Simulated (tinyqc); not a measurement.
Worked calculation: CIS on RHF in the sto-3g basis, frozen core, for H2F+, spin multiplicity 1. One step of it, computed by the program tinyqc.

Problem. CIS triplet states. Diagonalise A (1 hartree = 27.211386 eV); each vector has its largest component positive (the first on a tie).

CIS matrix A, triplet (hartree):
```
           2>6        2>7        3>6        3>7        4>6        4>7       5>6       5>7
2>6   1.387267  -0.001862   0.028878  -0.089372  -0.063038  -0.006461  0.000000  0.000000
2>7  -0.001862   1.516521  -0.089372  -0.035888  -0.006461  -0.004473  0.000000  0.000000
3>6   0.028878  -0.089372   0.539660   0.002814   0.018460  -0.043315  0.000000  0.000000
3>7  -0.089372  -0.035888   0.002814   0.663358  -0.043315  -0.015615  0.000000  0.000000
4>6  -0.063038  -0.006461   0.018460  -0.043315   0.432401   0.009536  0.000000  0.000000
4>7  -0.006461  -0.004473  -0.043315  -0.015615   0.009536   0.560818  0.000000  0.000000
5>6   0.000000   0.000000   0.000000   0.000000   0.000000   0.000000  0.409603  0.003479
5>7   0.000000   0.000000   0.000000   0.000000   0.000000   0.000000  0.003479  0.530845
```

Give: triplet excitation energies; lowest vectors.

Solution.

triplet excitation energies (eV): 11.1431  11.2478  13.6946  14.4477  16.0376  18.1069  38.1627  41.5292

lowest vectors:
```
     state 1  state 2  state 3  state 4  state 5  state 6
2>6   0.0000   0.0844   0.0051   0.0000   0.0397   0.0963
2>7   0.0000  -0.0046   0.0761   0.0000  -0.0475   0.0428
3>6   0.0000  -0.1991   0.7726   0.0000  -0.5933   0.0474
3>7   0.0000   0.1908   0.1170   0.0000   0.1645   0.9527
4>6   0.0000   0.9527   0.1973   0.0000  -0.0817  -0.2083
4>7   0.0000  -0.0963   0.5871   0.0000   0.7813  -0.1886
5>6   0.9996   0.0000   0.0000   0.0287   0.0000   0.0000
5>7  -0.0287   0.0000   0.0000   0.9996   0.0000   0.0000
```
